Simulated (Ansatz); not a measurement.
An Ansatz input:

```yaml
crystal:
  lattice:
    - [3.2269060031, 0.0, 0.0]
    - [-1.6134530016, 2.7945825743, 0.0]
    - [0.0, 0.0, 5.0094253466]
  atoms:
    - { symbol: Sc, position: [0.3333333333, 0.6666666667, 0.25] }
    - { symbol: Sc, position: [0.6666666667, 0.3333333333, 0.75] }
hamiltonian:
  xc: lda
  pseudopotentials:
    kind: paw
    azcp:
      Sc: "pseudopotentials/Sc.paw.azcp"
basis:
  ecutwfc: 420
  fft_grid_basis: typed
kpoints:
  mp_grid: { grid: [18, 18, 10], shift: [0, 0, 0] }
magnetization:
  spin_polarized: false
scf:
  occupations: { method: fermi_dirac, width: 0.1 }
```

Terminal output

```
Warning: the record states the generating functional pbe (its physics header spells it `PBE`), which answers neither for hamiltonian.xc's functional nor for the lda family's — results may be inconsistent (PPs are generated against a specific XC)
Engine: ansatz 0.2.0, x86_64-unknown-linux-gnu
Pseudopotentials: kind: paw
Pseudopotential: Sc, paw, valence charge 11, recommended cutoff 420 eV (normal) 
Functional definition: SPW92
  exchange = slater_x
  correlation = pw_c
Crystal: 2 atoms, lattice volume = 45.174 Å³
Basis set: ecut = 420 eV, 905 PW (Γ)
Bands: 15, of which v1, the nominal top of the filled ones, is band 11 counted from 1 (10 counted from 0)
Symmetry: 24 space group operations
Space group: P63/mmc (ITA 194), of the structure as read, at distance tolerance 3.6e-5 Å
k-points: 222 of 3240
Non-local potential: Sc, projectors of the file, l = 0: 3, l = 1: 2, l = 2: 3, l = 3: 1
PAW form: soft (Blöchl's): semilocal exchange-correlation on the pseudo side does not see the compensation charge
PAW frozen core: Sc, regenerated for the run's functional, and the local potential with it (the file was generated under x = pbe(κ = 0.804, μ = 0.2195149727645171), c = pbe(β = 0.06672455060314922))
PAW one-centre angular grid: Sc, 590 points (default); XC on 64 Gauss nodes
Initial density: superposition of atomic densities (neutral atoms: chi_scale 0, normalization atom), corrected by the library's trained network
Initial wavefunctions: pseudopotential atomic-orbital guess
Functional: x = slater, c = lda
SCF iter   1: F=—  HF=-4178.089120 eV  |F-HF|=—  |Δ(HF+E_count)|=         —  Δρ=4.88e-3  dr2=5.58e-3  ethr=1.77e-3  ⟨swp⟩=3.1  Hψ=13944  notcnv=0
SCF iter   2: F=—  HF=-4178.088349 eV  |F-HF|=—  |Δ(HF+E_count)|=   7.71e-4  Δρ=2.70e-3  dr2=1.79e-3  ethr=2.54e-5  ⟨swp⟩=1.0  Hψ=5147  notcnv=0
SCF iter   3: F=—  HF=-4178.088483 eV  |F-HF|=—  |Δ(HF+E_count)|=   1.33e-4  Δρ=3.83e-4  dr2=4.16e-5  ethr=8.13e-6  ⟨swp⟩=1.5  Hψ=3654  notcnv=0
SCF iter   4: F=—  HF=-4178.088473 eV  |F-HF|=—  |Δ(HF+E_count)|=   9.49e-6  Δρ=3.18e-5  dr2=3.37e-7  ethr=1.89e-7  ⟨swp⟩=2.2  Hψ=5571  notcnv=0
iter 5 did not close the SCF: its close was put off for the readings that it lacked (scf_convergence_deferred on its scf_iter line)
SCF iter   5: F=-4178.088473 eV  HF=-4178.088473 eV  |F-HF|=4.97e-10  |Δ(HF+E_count)|=   4.54e-8  Δρ=5.92e-6  dr2=9.41e-9  ethr=1.53e-9  ⟨swp⟩=2.4  Hψ=6009  notcnv=0
SCF iter   6: F=-4178.088473 eV  HF=-4178.088473 eV  |F-HF|=5.37e-11  |Δ(HF+E_count)|=   2.74e-9  Δρ=6.34e-7  dr2=1.56e-10  ethr=4.28e-11  ⟨swp⟩=1.0  Hψ=10276  notcnv=0
SCF 1 converged in 6 iterations: F = -4178.088473 eV  dr2 = 1.56e-10
SCF converged after 6 iterations
Free energy (F): -4178.088473 eV
Harris-Foulkes:  -4178.088473 eV  (|F-HF|=5.37e-11)
Internal energy: -4177.972308 eV  (E = F + TS)
E sigma→0 (E₀):  -4178.030391 eV
Entropy (-TS):   -0.116166 eV (-58.083 meV/atom)
Fermi energy:    10.002845 eV
--- Per-component energies (eV) ---
  E_band       = -312.809444
  E_kinetic    = 522.853738
  E_local      = -1621.440991  (includes V_loc(G=0)·N_el)
  E_nonlocal   = 174.737535
  E_hartree    = 551.596388
  E_xc         = -206.383450
  E_vxc        = -257.292864  (∫ρ·V_xc dr)
  E_paw        = -1820.372914  (= ΣΔE_a)
  E_vpaw       = -234.859095  (= ΣTr[D̂ρ^β])
  E_aug_tail   = 0.000018  (compensation charges beyond the density's cutoff)
  E_ewald      = -1779.572478
  E_core_change = 0.609846  (= ΣΔE_core)
  E_smearing   = -0.116166  (= −TS)
  E_closure    = 0.000000  (closes the sum)
  Σ components = -4178.088473   (vs F -4178.088473, Δ=0.00e0)
```
